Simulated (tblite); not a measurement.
Species: C₄H₄P₂.
SMILES: `c1cpccp1`

All values are computed: GFN2-xTB (tblite) harmonic vibrations without scaling, gas phase. Against measured fundamentals such values can be off by several per cent, at times by over 20.

Harmonic wavenumbers (cm⁻¹): 156.6, 252.5, 348.5, 456.1, 467.4, 666.2, 686.8, 724.8, 750.9, 785.0, 882.8, 896.2, 896.9, 932.2, 1185.6, 1217.1, 1316.9, 1339.1, 1343.0, 1485.7, 2992.6, 2994.9, 3004.6, 3005.7.

A = 4615, B = 2255, C = 1515 MHz; mass 113.979 u (most abundant isotopes); point group D2h, symmetry number 4.

**Question.** What is the zero-point energy?

**Answer.** Half the sum of the wavenumbers: 14394 cm⁻¹ = 41.16 kcal/mol.

**Question.** Entropy at 400 K, 1 bar (ideal gas, RRHO, classical rotation)?

**Answer.** Translation 41.59, rotation 25.53, vibration 14.31: S = 81.4 cal/(mol K).

**Question.** And Cp and H(400 K) − H(0)?

**Answer.** Cp = 28.48 cal/(mol K), of which vibrations give 20.53 (their classical limit is 24 R = 47.7); H(400 K) − H(0) = 6.74 kcal/mol without the zero-point energy, 3.56 from vibrations.

**Question.** What must be added to the electronic energy to get the Gibbs energy at 400 K and 1 bar?

**Answer.** ZPE + [H(400 K) − H(0)] − T·S = 41.16 + 6.74 − 32.57 = 15.33 kcal/mol.

**Question.** How do the functions run with temperature in this model?

**Answer.** 
| T (K) | S (cal/(mol K)) | Cp (cal/(mol K)) | H − H(0) (kcal/mol) | G − H(0) (kcal/mol) | ln q(vib) |
| --- | --- | --- | --- | --- | --- |
| 50 | 50.7 | 8.5 | 0.40 | -2.13 | 0.01 |
| 100 | 57.2 | 10.6 | 0.88 | -4.85 | 0.15 |
| 298.15 | 73.9 | 22.7 | 4.12 | -17.92 | 1.64 |
| 373.15 | 79.5 | 27.1 | 5.99 | -23.68 | 2.43 |
| 500 | 88.3 | 32.9 | 9.82 | -34.33 | 3.88 |
| 750 | 103.2 | 40.3 | 19.06 | -58.33 | 6.84 |
| 1000 | 115.4 | 44.6 | 29.71 | -85.70 | 9.68 |

q(vib) and H(0) count from the zero-point level.

Hindered rotation and anharmonicity are outside this model.
